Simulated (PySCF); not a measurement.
Species: SiCl2 (singlet state).
Z-matrix (Å and degrees, PBE0-D3(BJ)/def2-TZVP geometry), rows numbered from 1:
```
Cl
Si  1  2.0773
Cl  2  2.0775  1  101.38
```

The calculation used PySCF, TDDFT CAM-B3LYP/aug-cc-pVTZ, vertical, gas phase, core orbitals frozen in the response. Geometry: PBE0-D3(BJ)/def2-TZVP; no solvent, vibrations or thermal averaging.

Kohn–Sham orbitals with the atoms that hold most of them (Löwdin shares over 4%, at most four atoms; ? is withheld):

| orbital | ε (eV) | atoms |
| --- | --- | --- |
| HOMO-3 | -11.93 | Cl1 41%, Cl3 41%, Si2 19% |
| HOMO-2 | -11.06 | Cl3 43%, Cl1 43%, Si2 14% |
| HOMO-1 | -10.62 | ? |
| HOMO | -9.07 | Si2 60%, Cl3 20%, Cl1 20% |
| LUMO | ? | ? |
| LUMO+1 | 0.42 | Si2 76%, Cl3 12%, Cl1 12% |
| LUMO+2 | 0.53 | Si2 74%, Cl1 13%, Cl3 13% |

Task: Give the leading atoms of the HOMO-1.

Result: Cl3 (bonded to Si) 44%; Cl1 (bonded to Si) 44%; Si2 (bonded to 2 Cl) 12%. By element: chlorine 88%, silicon 12%.

Task: Give the leading atoms of the LUMO.

Result: Si2 (bonded to 2 Cl) 69%; Cl1 (bonded to Si) 16%; Cl3 (bonded to Si) 16%. By element: silicon 69%, chlorine 31%.

Task: What is the LUMO energy, and the HOMO–LUMO gap?

Result: ε(LUMO) = -1.84 eV; the gap is 7.23 eV (0.2657 hartree).

Task: How does S1 compare with the orbital gap of 7.23 eV?

Result: S1 is at 3.84 eV (f = 0.031), 3.39 eV below the gap, made of HOMO→LUMO (99%). 

Task: One configuration dominates each of S1, S2, S3 and S6. Which, and how do the shares of the two leading atoms of either orbital change from the occupied to the empty one?

Result: 
- S1 (3.84 eV, f 0.031), HOMO→LUMO (99%): Si2 60% → 69%, Cl3 20% → 16%, Cl1 20% → 16%
- S2 (5.10 eV, f 0.0000), HOMO-1→LUMO (99%): Cl3 44% → 16%, Cl1 44% → 16%, Si2 12% → 69%
- S3 (5.92 eV, f 0.012), HOMO-2→LUMO (86%): Cl3 43% → 16%, Cl1 43% → 16%, Si2 14% → 69%
- S6 (6.80 eV, f 0.295), HOMO→LUMO+1 (79%): Si2 60% → 76%, Cl3 20% → 12%
